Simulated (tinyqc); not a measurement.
Inside a calculation. Method: CIS and TDHF on RHF in the sto-3g basis, for H2F+, spin multiplicity 1. One step of it, computed by the program tinyqc.

Problem. CIS matrix, triplets. A(ia,jb) = (e_a - e_i) d_ij d_ab - (ij|ab).

orbital energies (hartree): MO1 -26.624249, MO2 -2.043775, MO3 -1.156920, MO4 -1.074792, MO5 -1.036159, MO6 -0.030588, MO7 0.093077

Two-electron integrals over orbitals (pq|rs), unique and non-zero (hartree):
```
(11|11) 5.362649    (21|11) -0.503314   (21|21) 0.075058    (22|11) 1.203562
(22|21) -0.019227   (22|22) 0.860340    (31|31) 0.017745    (32|31) 0.026159
(32|32) 0.157407    (33|11) 0.992835    (33|21) -0.008284   (33|22) 0.760057
(33|33) 0.736857    (41|11) 0.139787    (41|21) -0.017844   (41|22) 0.014499
(41|33) 0.005254    (41|41) 0.027860    (42|11) -0.101198   (42|21) 0.008427
(42|22) 0.000816    (42|33) -0.008221   (42|41) 0.028458    (42|42) 0.156816
(43|31) -0.004177   (43|32) 0.004867    (43|43) 0.049888    (44|11) 1.137605
(44|21) -0.014254   (44|22) 0.803536    (44|33) 0.708055    (44|41) -0.010626
(44|42) -0.090615   (44|44) 0.869715    (51|51) 0.029593    (52|51) 0.039072
(52|52) 0.181315    (53|53) 0.038527    (54|51) -0.010159   (54|52) -0.036864
(54|54) 0.054227    (55|11) 1.264014    (55|21) -0.014165   (55|22) 0.880155
(55|33) 0.748864    (55|41) 0.003998    (55|42) -0.055631   (55|44) 0.824067
(55|55) 0.997514    (61|11) 0.203516    (61|21) -0.032301   (61|22) 0.003093
(61|33) 0.002030    (61|41) -0.005662   (61|42) -0.020184   (61|44) 0.013919
(61|55) 0.005625    (61|61) 0.021451    (62|11) -0.284384   (62|21) 0.006865
(62|22) -0.146330   (62|33) -0.093124   (62|41) -0.018433   (62|42) -0.043476
(62|44) -0.093801   (62|55) -0.148500   (62|61) 0.006322    (62|62) 0.079450
(63|31) -0.004325   (63|32) 0.019558    (63|43) 0.016941    (63|63) 0.062232
(64|11) -0.287785   (64|21) 0.003919    (64|22) -0.149591   (64|33) -0.092658
(64|41) -0.004270   (64|42) 0.021352    (64|44) -0.158547   (64|55) -0.158350
(64|61) 0.000152    (64|62) 0.060886    (64|64) 0.084668    (65|51) -0.013147
(65|52) -0.050853   (65|54) -0.008612   (65|65) 0.026424    (66|11) 0.714834
(66|21) -0.005648   (66|22) 0.583209    (66|33) 0.558664    (66|41) 0.016341
(66|42) 0.067562    (66|44) 0.544870    (66|55) 0.556443    (66|61) -0.005959
(66|62) -0.060569   (66|64) -0.031546   (66|66) 0.551205    (71|31) -0.016711
(71|32) -0.023614   (71|43) 0.004039    (71|63) 0.003712    (71|71) 0.015755
(72|31) -0.017213   (72|32) -0.063624   (72|43) 0.025627    (72|63) 0.027244
(72|71) 0.015616    (72|72) 0.054591    (73|11) -0.420128   (73|21) 0.008381
(73|22) -0.202658   (73|33) -0.163215   (73|41) 0.001277    (73|42) 0.063332
(73|44) -0.191913   (73|55) -0.228411   (73|61) -0.005429   (73|62) 0.068310
(73|64) 0.093517    (73|66) -0.020577   (73|73) 0.161485    (74|31) 0.008037
(74|32) 0.059695    (74|43) -0.005501   (74|63) 0.042786    (74|71) -0.007588
(74|72) -0.010265   (74|74) 0.053167    (75|53) -0.025199   (75|75) 0.019049
(76|31) 0.009260    (76|32) 0.089136    (76|43) 0.049219    (76|63) 0.075374
(76|71) -0.008643   (76|72) 0.009547    (76|74) 0.064151    (76|76) 0.153771
(77|11) 0.777399    (77|21) -0.007184   (77|22) 0.606197    (77|33) 0.608713
(77|41) 0.003661    (77|42) 0.011837    (77|44) 0.581487    (77|55) 0.591173
(77|61) 0.001876    (77|62) -0.043844   (77|64) -0.028670   (77|66) 0.541873
(77|73) -0.059500   (77|77) 0.574923
```

Give: CIS matrix A, triplet.

Solution.

CIS matrix A, triplet (hartree):
```
         1>6      1>7      2>6      2>7      3>6      3>7      4>6      4>7
1>6  25.8788   0.0000   0.0056   0.0000   0.0000  -0.0093  -0.0163   0.0000
1>7   0.0000  25.9399   0.0000   0.0072  -0.0093   0.0000   0.0000  -0.0037
2>6   0.0056   0.0000   1.4300   0.0000   0.0000  -0.0891  -0.0676   0.0000
2>7   0.0000   0.0072   0.0000   1.5307  -0.0891   0.0000   0.0000  -0.0118
3>6   0.0000  -0.0093   0.0000  -0.0891   0.5677   0.0000   0.0000  -0.0492
3>7  -0.0093   0.0000  -0.0891   0.0000   0.0000   0.6413  -0.0492   0.0000
4>6  -0.0163   0.0000  -0.0676   0.0000   0.0000  -0.0492   0.4993   0.0000
4>7   0.0000  -0.0037   0.0000  -0.0118  -0.0492   0.0000   0.0000   0.5864
5>6   0.0000   0.0000   0.0000   0.0000   0.0000   0.0000   0.0000   0.0000
5>7   0.0000   0.0000   0.0000   0.0000   0.0000   0.0000   0.0000   0.0000

        5>6     5>7
1>6  0.0000  0.0000
1>7  0.0000  0.0000
2>6  0.0000  0.0000
2>7  0.0000  0.0000
3>6  0.0000  0.0000
3>7  0.0000  0.0000
4>6  0.0000  0.0000
4>7  0.0000  0.0000
5>6  0.4491  0.0000
5>7  0.0000  0.5381
```
